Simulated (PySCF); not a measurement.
Two species compared at the same levels of theory.

First species: PH₄ (charge +1).
InChI=1S/H3P/h1H3/p+1

Second species: C4H4FN.
InChI=1S/C4H4FN/c1-2-4(5)3-6/h2H,1H3/b4-2-

Levels: B3LYP/def2-SVPD for HOMO energy, LUMO energy, HOMO–LUMO gap, static isotropic polarisability and electronic spatial extent ⟨r²⟩ about the centre of nuclear charge; TDDFT B3LYP/def2-SVPD for lowest singlet excitation. Geometries: PBE0-D3(BJ)/def2-SVP. Each structure is a single optimised conformer of the isolated species, non-relativistic unless stated. Electronic properties by PySCF.

Values for the first species:

* HOMO energy: -18.88 eV
* LUMO energy: -6.19 eV
* HOMO–LUMO gap: 12.69 eV
* Lowest singlet excitation: 11.11 eV
* Static isotropic polarisability: 21.0 au
* Electronic spatial extent ⟨r²⟩ about the centre of nuclear charge: 52 bohr²

Question: Estimate the same properties for the second species, and the change in each.

Answer: 
| property | first | second | second less first |
| --- | --- | --- | --- |
| HOMO energy | -18.88 eV | -7.81 eV | +11.07 eV |
| LUMO energy | -6.19 eV | -1.75 eV | +4.44 eV |
| HOMO–LUMO gap | 12.69 eV | 6.06 eV | -6.63 eV |
| lowest singlet excitation | 11.11 eV | 5.94 eV | -5.17 eV |
| static isotropic polarisability | 21.0 au | 56.8 au | +35.8 au |
| electronic spatial extent ⟨r²⟩ about the centre of nuclear charge | 52 bohr² | 631 bohr² | +579 bohr² |

On the first: The 6 singlets span 11.11 to 11.84 eV, and their oscillator strengths add up to 0.01. S1 lies 1.58 eV below the HOMO–LUMO gap.

On the second: The principal polarisabilities are 37.8, 47.4 and 85.2 au; their mean is the isotropic value. No computed singlet falls in the visible range (750 to 380 nm, 1.65 to 3.26 eV); S1 lies 2.68 eV above its blue end.
